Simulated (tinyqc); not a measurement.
CIS on RHF in the sto-3g basis, frozen core, for H2O, spin multiplicity 1, step by step. One step of it, computed by the program tinyqc.

Task: CIS triplet states. Diagonalise A (1 hartree = 27.211386 eV); each vector has its largest component positive (the first on a tie).

CIS matrix A, triplet (hartree), order 2>6, 2>7, 3>6, 3>7, 4>6, 4>7, 5>6, 5>7:
$$\begin{pmatrix}
1.208720 & -0.007007 & 0.050335 & -0.076203 & -0.050070 & -0.017469 & 0.000000 & 0.000000 \\
-0.007007 & 1.330017 & -0.076203 & -0.058369 & -0.017469 & 0.009448 & 0.000000 & 0.000000 \\
0.050335 & -0.076203 & 0.581799 & 0.009547 & 0.030319 & -0.040924 & 0.000000 & 0.000000 \\
-0.076203 & -0.058369 & 0.009547 & 0.690708 & -0.040924 & -0.032932 & 0.000000 & 0.000000 \\
-0.050070 & -0.017469 & 0.030319 & -0.040924 & 0.459463 & 0.018135 & 0.000000 & 0.000000 \\
-0.017469 & 0.009448 & -0.040924 & -0.032932 & 0.018135 & 0.566830 & 0.000000 & 0.000000 \\
0.000000 & 0.000000 & 0.000000 & 0.000000 & 0.000000 & 0.000000 & 0.363260 & 0.005136 \\
0.000000 & 0.000000 & 0.000000 & 0.000000 & 0.000000 & 0.000000 & 0.005136 & 0.474253
\end{pmatrix}$$

Give: triplet excitation energies; lowest vectors.

Result:

triplet excitation energies (eV): [9.8784, 11.8364, 12.9115, 14.5417, 16.3660, 18.9647, 33.3587, 36.5686]

lowest vectors, order 2>6, 2>7, 3>6, 3>7, 4>6, 4>7, 5>6, 5>7:
$$\begin{pmatrix}
0.0000 & 0.0909 & 0.0000 & 0.0247 & -0.0925 & 0.0979 \\
0.0000 & 0.0081 & 0.0000 & 0.0649 & 0.0739 & 0.0979 \\
0.0000 & -0.2742 & 0.0000 & 0.5382 & 0.7794 & 0.1093 \\
0.0000 & 0.1673 & 0.0000 & 0.2301 & -0.2278 & 0.9171 \\
0.0000 & 0.9290 & 0.0000 & 0.2466 & 0.1866 & -0.1948 \\
0.0000 & -0.1596 & 0.0000 & 0.7693 & -0.5402 & -0.2997 \\
0.9989 & 0.0000 & 0.0461 & 0.0000 & 0.0000 & 0.0000 \\
-0.0461 & 0.0000 & 0.9989 & 0.0000 & 0.0000 & 0.0000
\end{pmatrix}$$
